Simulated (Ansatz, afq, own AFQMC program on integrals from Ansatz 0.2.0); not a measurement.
**LiPH$_{2}$, triplet: AFQMC among the cluster methods**

```yaml
atoms:
  - { symbol: P, position_ang: [0.0000, 0.0261, 0.4855] }
  - { symbol: Li, position_ang: [0.0000, -0.0023, -2.5809] }
  - { symbol: H, position_ang: [0.0000, 0.5512, 1.9694] }
  - { symbol: H, position_ang: [0.0000, -1.3373, 0.8833] }
```

Connectivity, by distances: PH2 ··· Li.

Basis cc-pVDZ. Noble-gas cores (and the filled d shells of Ga–Kr and In–Xe) are frozen. AFQMC by an in-house program on the Cholesky factors that Ansatz 0.2.0 writes for its CCSD(T) run. The CISD trial takes its coefficients from CCSD amplitudes. Released means that phaseless walkers are propagated on without the constraint, phases kept. Error bars are statistical, one sigma.

Determinant: UHF, the one that the program's search chose, which needn't be the lowest solution. The geometry is a point of a scan.

No full CI on the walks' own integrals is used here; CCSDT(Q) serves as the reference and is uncertain by about the last step of the cluster series.

Cautions: lower spins were not checked.

- T1 diagnostic: 0.0186
- weight of the determinant in the CISD state: 0.912
- ⟨S²⟩ of the determinant: 2.015
- size of the correlated space: 8 electrons in 36 orbitals

Reference: CCSDT(Q), correlation energy -3.888 eV. The released energy is read at 2.40 1/Eh (meV from the phaseless value at times in 1/Eh: -1 ± 7 at 0.24, -7 ± 7 at 0.51, -13 ± 6 at 0.99, -4 ± 6 at 1.62, -2 ± 7 at 2.40).

| level | E − E(reference) (kcal/mol) | share of correlation (%) |
| --- | --- | --- |
| HF | 89.66 | 0.00 |
| MP2 | 19.89 | 77.82 |
| CCSD | 2.69 | 97.00 |
| CCSD(T) | 0.56 | 99.38 |
| CCSDT | 0.09 | 99.90 |
| ph-AFQMC/CISD | 0.17 ± 0.13 | 99.81 |
| released AFQMC | 0.12 ± 0.16 | 99.87 |

A walk keeps the symmetry of its determinant, which the program's search chose and which needn't be the lowest solution, so a lower state of the same spin and another symmetry isn't excluded. Released energies are given only where the last usable release times agree within the noise; a slower fall can still hide under it.
